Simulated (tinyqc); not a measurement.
UHF in the sto-3g basis, for H2O, spin multiplicity 3, step by step. One step of it, computed by the program tinyqc.

Task: Iteration 2: building the Fock matrix. J_ij = sum D_kl (ij|kl) with D = D(alpha) + D(beta), K_ij = sum D_kl (ik|jl) for each spin; F = H + J - K(s); E = tr D H + tr D J / 2 - 0.5 sum_s tr D(s) K(s) + E_nn.

D(alpha) after iteration 1:
```
            1O 1s      1O 2s    1O 2px     1O 2py     1O 2pz      2H 1s      3H 1s
1O 1s    1.067676  -0.310488  0.000000  -0.009870  -0.025897   0.081188   0.064600
1O 2s   -0.310488   1.488140  0.000000   0.074699   0.185775  -0.587198  -0.459100
1O 2px   0.000000   0.000000  1.000000   0.000000   0.000000   0.000000   0.000000
1O 2py  -0.009870   0.074699  0.000000   0.418133   0.075515   0.132892  -0.356361
1O 2pz  -0.025897   0.185775  0.000000   0.075515   1.078271  -0.287875  -0.162899
2H 1s    0.081188  -0.587198  0.000000   0.132892  -0.287875   1.006179   0.450936
3H 1s    0.064600  -0.459100  0.000000  -0.356361  -0.162899   0.450936   0.642431
```

D(beta) after iteration 1:
```
            1O 1s      1O 2s    1O 2px     1O 2py     1O 2pz      2H 1s      3H 1s
1O 1s    1.054850  -0.230669  0.000000  -0.008240   0.033468  -0.019377  -0.008287
1O 2s   -0.230669   0.991505  0.000000   0.048345  -0.182725   0.052104  -0.020101
1O 2px   0.000000   0.000000  0.000000   0.000000   0.000000   0.000000   0.000000
1O 2py  -0.008240   0.048345  0.000000   0.550987   0.107405   0.173757  -0.279866
1O 2pz   0.033468  -0.182725  0.000000   0.107405   0.797641   0.134307   0.213949
2H 1s   -0.019377   0.052104  0.000000   0.173757   0.134307   0.071880  -0.048829
3H 1s   -0.008287  -0.020101  0.000000  -0.279866   0.213949  -0.048829   0.240384
```

core Hamiltonian H = T + V (hartree):
```
             1O 1s      1O 2s     1O 2px     1O 2py     1O 2pz      2H 1s      3H 1s
1O 1s   -32.590420  -7.581916   0.000000  -0.000262  -0.012561  -1.305841  -1.263382
1O 2s    -7.581916  -9.213362   0.000000  -0.002852  -0.153080  -3.012093  -2.940565
1O 2px    0.000000   0.000000  -7.357504   0.000000   0.000000   0.000000   0.000000
1O 2py   -0.000262  -0.002852   0.000000  -7.493159  -0.001318  -1.870147   1.834896
1O 2pz   -0.012561  -0.153080   0.000000  -0.001318  -7.407809  -1.176971  -1.154584
2H 1s    -1.305841  -3.012093   0.000000  -1.870147  -1.176971  -4.588783  -0.923924
3H 1s    -1.263382  -2.940565   0.000000   1.834896  -1.154584  -0.923924  -4.544654
```

Two-electron integrals (ij|kl) in chemists' order, unique and non-zero (hartree):
```
(11|11) 4.785065    (21|11) 0.741380    (21|21) 0.136873    (22|11) 1.118947
(22|21) 0.256633    (22|22) 0.817206    (31|31) 0.024477    (32|31) 0.037809
(32|32) 0.180518    (33|11) 1.115814    (33|21) 0.256684    (33|22) 0.817023
(33|33) 0.880159    (41|41) 0.024477    (42|41) 0.037809    (42|42) 0.180518
(43|43) 0.047444    (44|11) 1.115814    (44|21) 0.256684    (44|22) 0.817023
(44|33) 0.785270    (44|44) 0.880159    (51|51) 0.024477    (52|51) 0.037809
(52|52) 0.180518    (53|53) 0.047444    (54|54) 0.047444    (55|11) 1.115814
(55|21) 0.256684    (55|22) 0.817023    (55|33) 0.785270    (55|44) 0.785270
(55|55) 0.880159    (61|11) 0.128272    (61|21) 0.023494    (61|22) 0.043811
(61|33) 0.043725    (61|41) 0.000924    (61|42) 0.001736    (61|44) 0.043918
(61|51) 0.000563    (61|52) 0.001057    (61|54) 0.000117    (61|55) 0.043797
(61|61) 0.004085    (62|11) 0.325843    (62|21) 0.075730    (62|22) 0.268667
(62|33) 0.263994    (62|41) 0.004865    (62|42) 0.037851    (62|44) 0.274028
(62|51) 0.002963    (62|52) 0.023056    (62|54) 0.006112    (62|55) 0.267717
(62|61) 0.013269    (62|62) 0.111235    (63|31) 0.007755    (63|32) 0.045757
(63|43) 0.007774    (63|53) 0.004735    (63|63) 0.015488    (64|11) 0.205424
(64|21) 0.048343    (64|22) 0.183100    (64|33) 0.174876    (64|41) 0.010467
(64|42) 0.070051    (64|44) 0.196926    (64|51) 0.001652    (64|52) 0.014798
(64|54) 0.008696    (64|55) 0.177289    (64|61) 0.008827    (64|62) 0.092109
(64|64) 0.090875    (65|11) 0.125128    (65|21) 0.029446    (65|22) 0.111530
(65|33) 0.106521    (65|41) 0.001652    (65|42) 0.014798    (65|44) 0.110482
(65|51) 0.008761    (65|52) 0.054770    (65|54) 0.010186    (65|55) 0.117460
(65|61) 0.005377    (65|62) 0.056105    (65|64) 0.045920    (65|65) 0.043459
(66|11) 0.479210    (66|21) 0.113176    (66|22) 0.461648    (66|33) 0.443323
(66|41) 0.009060    (66|42) 0.098343    (66|44) 0.482998    (66|51) 0.005519
(66|52) 0.059902    (66|54) 0.024167    (66|55) 0.458044    (66|61) 0.019984
(66|62) 0.245336    (66|64) 0.231820    (66|65) 0.141206    (66|66) 0.774606
(71|11) 0.124059    (71|21) 0.022725    (71|22) 0.042383    (71|33) 0.042300
(71|41) -0.000892   (71|42) -0.001678   (71|44) 0.042486    (71|51) 0.000543
(71|52) 0.001022    (71|54) -0.000114   (71|55) 0.042369    (71|61) 0.003880
(71|62) 0.012364    (71|64) 0.007557    (71|65) 0.005016    (71|66) 0.018422
(71|71) 0.003822    (72|11) 0.317750    (72|21) 0.073861    (72|22) 0.262343
(72|33) 0.257762    (72|41) -0.004746   (72|42) -0.037053   (72|44) 0.267601
(72|51) 0.002889    (72|52) 0.022557    (72|54) -0.005990   (72|55) 0.261409
(72|61) 0.012465    (72|62) 0.084458    (72|64) 0.048836    (72|65) 0.041296
(72|66) 0.148613    (72|71) 0.012519    (72|72) 0.106414    (73|31) 0.007532
(73|32) 0.044558    (73|43) -0.007592   (73|53) 0.004622    (73|63) 0.011222
(73|73) 0.014751    (74|11) -0.201258   (74|21) -0.047366   (74|22) -0.179612
(74|33) -0.171562   (74|41) 0.010188    (74|42) 0.068424    (74|44) -0.193138
(74|51) -0.001617   (74|52) -0.014530   (74|54) 0.008514    (74|55) -0.173931
(74|61) -0.007656   (74|62) -0.049157   (74|64) -0.017796   (74|65) -0.023563
(74|66) -0.079176   (74|71) -0.008364   (74|72) -0.088530   (74|74) 0.087550
(75|11) 0.122524    (75|21) 0.028836    (75|22) 0.109346    (75|33) 0.104445
(75|41) -0.001617   (75|42) -0.014530   (75|44) 0.108336    (75|51) 0.008516
(75|52) 0.053403    (75|54) -0.009961   (75|55) 0.115131    (75|61) 0.005076
(75|62) 0.041414    (75|64) 0.023485    (75|65) 0.031166    (75|66) 0.079206
(75|71) 0.005092    (75|72) 0.053896    (75|74) -0.044319   (75|75) 0.041732
(76|11) 0.092496    (76|21) 0.021671    (76|22) 0.082802    (76|33) 0.081091
(76|41) -0.000005   (76|42) -0.000069   (76|44) 0.083072    (76|51) 0.001366
(76|52) 0.012462    (76|54) -0.000015   (76|55) 0.084153    (76|61) 0.003743
(76|62) 0.032918    (76|64) 0.023746    (76|65) 0.018703    (76|66) 0.073391
(76|71) 0.003621    (76|72) 0.032276    (76|74) -0.023459   (76|75) 0.018402
(76|76) 0.012019    (77|11) 0.473721    (77|21) 0.111893    (77|22) 0.457138
(77|33) 0.439079    (77|41) -0.008890   (77|42) -0.097039   (77|44) 0.478188
(77|51) 0.005412    (77|52) 0.059076    (77|54) -0.023809   (77|55) 0.453574
(77|61) 0.018829    (77|62) 0.150785    (77|64) 0.079855    (77|65) 0.080090
(77|66) 0.283776    (77|71) 0.019109    (77|72) 0.238924    (77|74) -0.226817
(77|75) 0.138083    (77|76) 0.073391    (77|77) 0.774606
```

nuclear repulsion = 8.08674506 hartree

Give: Coulomb J; exchange K(alpha); exchange K(beta); F(alpha); F(beta); total energy of this density.

Result:

Coulomb J (hartree):
```
         1O 1s  1O 2s  1O 2px  1O 2py  1O 2pz  2H 1s   3H 1s
1O 1s   17.161  3.224   0.000   0.002   0.008  0.554   0.536
1O 2s    3.224  8.022   0.000   0.008   0.099  2.652   2.585
1O 2px   0.000  0.000   7.946   0.000   0.000  0.000   0.000
1O 2py   0.002  0.008   0.000   8.042   0.012  1.819  -1.775
1O 2pz   0.008  0.099   0.000   0.012   8.055  1.140   1.111
2H 1s    0.554  2.652   0.000   1.819   1.140  4.795   0.827
3H 1s    0.536  2.585   0.000  -1.775   1.111  0.827   4.729
```

exchange K(alpha) (hartree):
```
         1O 1s  1O 2s  1O 2px  1O 2py  1O 2pz  2H 1s   3H 1s
1O 1s    4.912  0.839   0.000  -0.001   0.002  0.151   0.147
1O 2s    0.839  1.391   0.000   0.001   0.037  0.479   0.464
1O 2px   0.000  0.000   1.168   0.000   0.000  0.000   0.000
1O 2py  -0.001  0.001   0.000   0.910   0.027  0.336  -0.352
1O 2pz   0.002  0.037   0.000   0.027   1.180  0.187   0.184
2H 1s    0.151  0.479   0.000   0.336   0.187  0.799   0.170
3H 1s    0.147  0.464   0.000  -0.352   0.184  0.170   0.673
```

exchange K(beta) (hartree):
```
         1O 1s   1O 2s  1O 2px  1O 2py  1O 2pz  2H 1s   3H 1s
1O 1s    4.871   0.799   0.000  -0.001   0.002  0.143   0.139
1O 2s    0.799   1.168   0.000   0.011  -0.036  0.423   0.423
1O 2px   0.000   0.000   0.268   0.000   0.000  0.000   0.000
1O 2py  -0.001   0.011   0.000   0.926   0.058  0.289  -0.326
1O 2pz   0.002  -0.036   0.000   0.058   1.019  0.197   0.208
2H 1s    0.143   0.423   0.000   0.289   0.197  0.380   0.105
3H 1s    0.139   0.423   0.000  -0.326   0.208  0.105   0.504
```

F(alpha) (hartree):
```
          1O 1s   1O 2s  1O 2px  1O 2py  1O 2pz   2H 1s   3H 1s
1O 1s   -20.342  -5.196   0.000   0.003  -0.007  -0.903  -0.875
1O 2s    -5.196  -2.583   0.000   0.004  -0.092  -0.839  -0.820
1O 2px    0.000   0.000  -0.580   0.000   0.000   0.000   0.000
1O 2py    0.003   0.004   0.000  -0.361  -0.016  -0.387   0.412
1O 2pz   -0.007  -0.092   0.000  -0.016  -0.533  -0.225  -0.227
2H 1s    -0.903  -0.839   0.000  -0.387  -0.225  -0.593  -0.267
3H 1s    -0.875  -0.820   0.000   0.412  -0.227  -0.267  -0.488
```

F(beta) (hartree):
```
          1O 1s   1O 2s  1O 2px  1O 2py  1O 2pz   2H 1s   3H 1s
1O 1s   -20.300  -5.157   0.000   0.003  -0.006  -0.894  -0.866
1O 2s    -5.157  -2.359   0.000  -0.005  -0.019  -0.782  -0.779
1O 2px    0.000   0.000   0.320   0.000   0.000   0.000   0.000
1O 2py    0.003  -0.005   0.000  -0.378  -0.047  -0.340   0.386
1O 2pz   -0.006  -0.019   0.000  -0.047  -0.372  -0.235  -0.252
2H 1s    -0.894  -0.782   0.000  -0.340  -0.235  -0.173  -0.202
3H 1s    -0.866  -0.779   0.000   0.386  -0.252  -0.202  -0.319
```

total energy of this density = -74.68126 hartree
